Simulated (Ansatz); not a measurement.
Geometry optimisation, RKS PBE0/def2-SVP in Ansatz.

input.yaml

```yaml
crystal:
  periodic: [false, false, false]
  atoms:
    - { symbol: B, position_ang: [-0.275155, 0.389905, -0.874045] }
    - { symbol: C, position_ang: [1.211375, -0.100639, 1.463748] }
    - { symbol: H, position_ang: [0.314101, -0.687943, 1.694752] }
    - { symbol: H, position_ang: [1.996847, -0.334502, 2.196645] }
    - { symbol: H, position_ang: [0.981448, 0.972156, 1.515186] }
    - { symbol: H, position_ang: [1.575736, -0.344419, 0.450812] }
    - { symbol: F, position_ang: [-1.318451, 0.105442, -0.216797] }
basis:
  gaussian: { orbitals: def2-SVP }
hamiltonian:
  xc: pbe0
relax:
  f_tol: 0.03
  max_steps: 50
```

Run as:

```bash
$ ansatz run input.yaml --threads 1 --pin off --max-ram 2048MiB --backend cpu --events-out ev --progress --plain --runs-dir out
```

Task: Where does it end, and by what steps?

Result: The forces met the threshold. After 6 steps the energy has fallen by 0.139 eV; B1 moved furthest, 0.69 Å.

```json
{"step": "0", "energy less start (eV)": "0.0000", "largest force component (eV/Å)": "0.432", "accepted": "yes"}
{"step": "1", "energy less start (eV)": "-0.0730", "largest force component (eV/Å)": "0.693", "accepted": "yes"}
{"step": "2", "energy less start (eV)": "-0.1213", "largest force component (eV/Å)": "0.319", "accepted": "yes"}
{"step": "3", "energy less start (eV)": "-0.1335", "largest force component (eV/Å)": "0.090", "accepted": "yes"}
{"step": "4", "energy less start (eV)": "-0.1345", "largest force component (eV/Å)": "0.398", "accepted": "yes"}
{"step": "5", "energy less start (eV)": "-0.1383", "largest force component (eV/Å)": "0.122", "accepted": "yes"}
{"step": "6", "energy less start (eV)": "-0.1389", "largest force component (eV/Å)": "0.028", "accepted": "yes"}
```

```xyz
7
Properties=species:S:1:pos:R:3
B -0.719 0.434 -1.399
C 1.338 -0.129 1.611
H 0.446 -0.734 1.823
H 2.120 -0.359 2.346
H 1.082 0.937 1.674
H 1.708 -0.356 0.601
F -1.488 0.207 -0.425
```

Whether the end is a true minimum wasn't checked by a vibrational analysis.

Time of the run: 4.5 s on 1 thread of AMD EPYC 9R45 96-Core Processor (Zen 5) (shared host), peak memory 0.15 GiB.
